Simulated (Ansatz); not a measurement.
H3Si–CH3, singlet: the ladder up to RCCSDT(Q)

Geometry: displaced at random from a stationary point.

```xyz
8

Si   -0.5986    0.0008    0.0084
C     1.2717   -0.0067   -0.0040
H    -1.0846    1.4334   -0.0397
H    -1.1769   -0.7218    1.1875
H    -1.2209   -0.6964   -1.2747
H     1.6309   -1.0263   -0.0352
H     1.6701    0.5653    0.8623
H     1.7072    0.5037   -0.8869
```

Basis cc-pVDZ; Ansatz 0.2.0. Correlated methods freeze the noble-gas cores, which leaves 14 electrons in 56 orbitals. R marks a restricted (for open shells ROHF) determinant. Active spaces: frontier = (8e, 8o) about the gap.

Full CI isn't at hand for all of this; RCCSDT(Q) serves as the reference, and is uncertain by about the last step of the cluster series.

```
UHF ⟨S²⟩                          : 0.000
T1 diagnostic (RCCSD)             : 0.0090
largest doubles amplitude (RCCSD) : 0.038
```

```
   level  E − E(RHF) (eV)
    RMP2          -7.0619
   RCCSD          -8.2410
RCCSD(T)          -8.4363
```

Q: Estimate how far RCCSDT(Q) in cc-pVDZ lies from RCCSD(T). The table doesn't fix it; the size of (T) and the diagnostics are the guide.

A: RCCSDT(Q) in cc-pVDZ lies 3.2 kJ/mol below RCCSD(T), which is 17 % of the (T) step (-18.8 kJ/mol). The diagnostics are small and one determinant leads, so the series closes fast and only a small part of (T) is left.

The other levels:

```
                  level  E − E(RCCSDT(Q)) (kJ/mol)  share of correlation (%)  wall time
                   CISD                       95.2                     88.35      3.9 s
                BCCD(T)                        3.1                     99.62      1.4 s
                 RCCSDT                        0.9                     99.89          –
CASSCF (frontier space)                      601.8                     26.35          –
NEVPT2 (frontier space)                      145.4                     82.20      6.5 s
```

The correlation energy at RCCSDT(Q), counted from RHF, is -8.470 eV. That run took 90 s on 1 thread of Arm Neoverse V1, shared host.

Times hold each run's SCF and search for its determinant on a shared host, so for small cases they say little of a method's own cost; they ran on 1 thread of Arm Neoverse V1.
